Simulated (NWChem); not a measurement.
# chlorine (Cl₂); SMILES ClCl

Program: NWChem. All runs use the structure optimised with B3LYP/6-31G* (spherical d). Level: B3LYP/def2-SVP with COSMO at NWChem's default radii, gas-phase geometry; rows give the dielectric constant.

| dielectric constant | electrostatic solvation energy (kcal/mol) |
|---|---|
| 2.0 | -0.4 |
| 7.6 | -0.7 |
| 11.7 | -0.7 |
| 20.7 | -0.8 |
| 78.4 | -0.8 |
